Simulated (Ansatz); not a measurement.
# Boron trifluoride (BF₃): up Jacob's ladder to CCSD(T)

One table from this session's results is given with a row withheld; the runs are named, their logs left out.

Program: Ansatz 0.2.0, Gaussian basis. Level of theory: functionals in def2-TZVPP, the program's frozen cores in correlated methods. These are calculated values, not measurements.

Plan: LDA (SPW92), PBE-D4, revPBE-D4, BLYP-D4, r2SCAN-D4, B97M-V, PBE0-D4, B3LYP-D4, r2SCANh-D4, r2SCAN0-D4, HSE06-D4, BHLYP-D4, CAM-B3LYP-D4, LC-ωPBE, ωB97X-V, ωB97M-V, B2PLYP, PBE-QIDH; CCSD(T)/def2-SVP; CCSD(T)/def2-TZVPP; CCSD(T)/def2-QZVPP; extrapolation to the limit; RPA on PBE.

## The geometry

All runs share one geometry, relaxed beforehand with PBE0-D4 in a triple-zeta def2 set.

SMILES `FB(F)F`, 4 atoms, charge 0, spin multiplicity 1.

Atoms are counted from 1 here; the program's logs count them from 0.

Bond lengths: F1–B2 1.311 Å, B2–F3 1.311 Å, B2–F4 1.311 Å. Angles: F1–B2–F3 120.0°, F1–B2–F4 120.0°, F3–B2–F4 120.0°.

As a file:

```mol
BF3
  3D, bonds by distance, orders not assigned

  4  3  0  0  0  0  0  0  0  0999 V2000
    0.5590    0.1956    1.1687 F   0  0
    0.0139   -0.0151   -0.0050 B   0  0
   -0.2512   -1.2386   -0.3947 F   0  0
   -0.2662    0.9978   -0.7891 F   0  0
  1  2  8  0
  2  3  8  0
  2  4  8  0
M  END
```

The first run:

Input file in.yaml:

```yaml
crystal:
  periodic: [false, false, false]
  atoms:
    - {symbol: F, position_ang: [0.559010, 0.195568, 1.168669]}
    - {symbol: B, position_ang: [0.013881, -0.015076, -0.005049]}
    - {symbol: F, position_ang: [-0.251184, -1.238619, -0.394717]}
    - {symbol: F, position_ang: [-0.266206, 0.997826, -0.789103]}
basis:
  gaussian: {orbitals: def2-TZVPP}
hamiltonian: {xc: lda}
output: {orbitals: {seedname: orbitals}}
```

Launch:

```sh
$ ansatz run in.yaml --threads 4 --pin off --events-out ev --progress --plain --max-ram 10444MiB
```

Steps of the session up to this table: LDA; PBE-D4 (GGA); revPBE-D4 (GGA); BLYP-D4 (GGA); r2SCAN-D4 (meta-GGA); B97M-V (meta-GGA); PBE0-D4 (hybrid); B3LYP-D4 (hybrid); r2SCANh-D4 (hybrid); r2SCAN0-D4 (hybrid); HSE06-D4 (hybrid); BHLYP-D4 (hybrid); CAM-B3LYP-D4 (range-separated); LC-ωPBE (range-separated); ωB97X-V (range-separated); ωB97M-V (range-separated); B2PLYP (double hybrid); PBE-QIDH (double hybrid).

One of the session's tables, all rows but one given; the rest of the session is left out.

It belongs to the step «Orbital energies across the functionals». 

```
  functional  HOMO (eV)  LUMO (eV)  gap (eV)
 LDA (SPW92)     -10.25      -0.73      9.52
      PBE-D4      -9.99      -0.34      9.65
   revPBE-D4      -9.90      -0.28      9.61
     BLYP-D4      -9.94      -0.43      9.51
   r2SCAN-D4     -10.54       0.27     10.80
      B97M-V     -10.68      -0.04     10.64
     PBE0-D4     -12.22       0.46     12.68
    B3LYP-D4     -11.89       0.05     11.94
  r2SCANh-D4     -11.37       0.62     11.98
  r2SCAN0-D4     -12.62       0.93     13.55
    HSE06-D4     -11.80       0.11     11.91
    BHLYP-D4     -14.44       0.92     15.36
CAM-B3LYP-D4          ?          ?         ?
     LC-ωPBE     -15.07       2.38     17.45
     ωB97X-V     -14.77       2.21     16.99
     ωB97M-V     -14.75       1.65     16.40
```

Q: Estimate the row for CAM-B3LYP-D4 from the others.

As computed: HOMO (eV): -13.82; LUMO (eV): 1.06; gap (eV): 14.88. In the column «HOMO (eV)» it lies between BHLYP-D4 (-14.44) and r2SCAN0-D4 (-12.62).
